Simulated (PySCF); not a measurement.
An unknown gives this computed stick spectrum. Method: TDDFT PBE0/def2-SVPD, vertical, gas phase, core orbitals frozen in the response in PySCF. Geometries: GFN2-xTB, one conformer each.

| state | E (eV) | λ (nm) | f |
| --- | --- | --- | --- |
| S1 | 7.85 | 158.0 | 0.0003 |
| S2 | 8.17 | 151.8 | 0.011 |
| S3 | 8.20 | 151.1 | 0.0015 |
| S4 | 8.69 | 142.6 | 0.0038 |
| S5 | 8.81 | 140.7 | 0.022 |
| S6 | 8.84 | 140.2 | 0.0051 |

Orbital energies (eV): HOMO-3 -9.96, HOMO-2 -9.69, HOMO-1 -9.34, HOMO -9.20, LUMO 0.35, LUMO+1 0.90, LUMO+2 1.02.

Question: Which candidate is it? All have the formula C5H9N.
A. `[H]/N=C(/C)C(=C)C`
B. `CC=C=CCN`
C. `C=CCN1CC1`
D. `CCCCC#N`
E. `C=CC/C=N/C`

Answer: D. Its S1, at 7.85 eV, is the highest among the candidates; the nearest of the others has S1 at 5.91 eV. S1 is HOMO→LUMO (28%), HOMO→LUMO+3 (17%), HOMO-1→LUMO (11%). Löwdin shares by element: HOMO carbon 41% or more, nitrogen 33% (atoms not listed hold the other 26%); LUMO carbon 40% or more, hydrogen 10% or more (atoms not listed hold the other 51%). At the same level the other candidates give, for their lowest levels:
- `CC=C=CCN`: 5.62 eV (f 0.012); 5.80 eV (f 0.002); 6.36 eV (f 0.006); 6.58 eV (f 0.187); 6.75 eV (f 0.162); T1 4.52 eV; HOMO -6.67, LUMO 0.27 eV
- `[H]/N=C(/C)C(=C)C`: 4.64 eV (f 0.003); 5.97 eV (f 0.169); 6.72 eV (f 0.004); 6.89 eV (f 0.012); 7.08 eV (f 0.021); T1 3.62 eV; HOMO -7.17, LUMO -0.92 eV
- `C=CCN1CC1`: 5.91 eV (f 0.004); 6.69 eV (f 0.025); 7.11 eV (f 0.006); 7.31 eV (f 0.007); 7.40 eV (f 0.068); T1 4.49 eV; HOMO -6.82, LUMO 0.27 eV
- `C=CC/C=N/C`: 4.99 eV (f 0.004); 6.42 eV (f 0.180); 6.66 eV (f 0.020); 7.03 eV (f 0.078); 7.20 eV (f 0.088); T1 4.19 eV; HOMO -7.12, LUMO -0.40 eV

Shape of the structure used: `[CH3:1][CH2:2][CH2:3][CH2:4][C:5]#[N:6]`: C1–C2–C3–C4 -178°, C2–C3–C4–C5 65°.
Triplets come from the Tamm–Dancoff approximation.
